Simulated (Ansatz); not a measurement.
Reaction (SMILES): [PH2] (PH2) → [PH2-] (an electron is taken up)
B3LYP-D3(BJ)/def2-TZVP geometries, fixed; electronic energies without zero-point terms; positive where energy is released.
Largest species:
```xyz
3

P      0.0052    -0.0015     0.1165
H     -0.0501     1.0329    -0.8596
H     -0.0274    -1.0099    -0.8876
```
Charge 0, spin multiplicity 2.

Energies in hartree at r2SCAN with Ansatz (a program for electronic structure); the adiabatic electron affinity is their sum with the coefficients shown, times 27.2114 eV a hartree. All functions are spherical. Open shells are unrestricted. No added dispersion term, no relativity.

```tsv
species	coefficient	part	aug-cc-pV(D+d)Z	aug-cc-pV(T+d)Z	aug-cc-pV(Q+d)Z
[PH2] (PH2)	+1	r2SCAN	-342.47938	-342.49175	-342.49519
[PH2-]	-1	r2SCAN	-342.52061	-342.53296	-342.53625
```

Problem. Predict the adiabatic electron affinity in aug-cc-pV(5+d)Z (X = 5): let each r2SCAN step shrink by the ratio of the last two. Compare with the run.

Solution. 
- [PH2] (PH2): steps -0.01237 and -0.00344, ratio 0.278, so r2SCAN -342.49615 (run: -342.49743).
- [PH2-]: steps -0.01235 and -0.00329, ratio 0.266, so r2SCAN -342.53713 (run: -342.53859).
Predicted 1.115 eV; the run in aug-cc-pV(5+d)Z gives 1.120, a miss of -0.005. Keeping the value in aug-cc-pV(Q+d)Z, 1.117, would miss by -0.003. All sums are of the energies as printed.
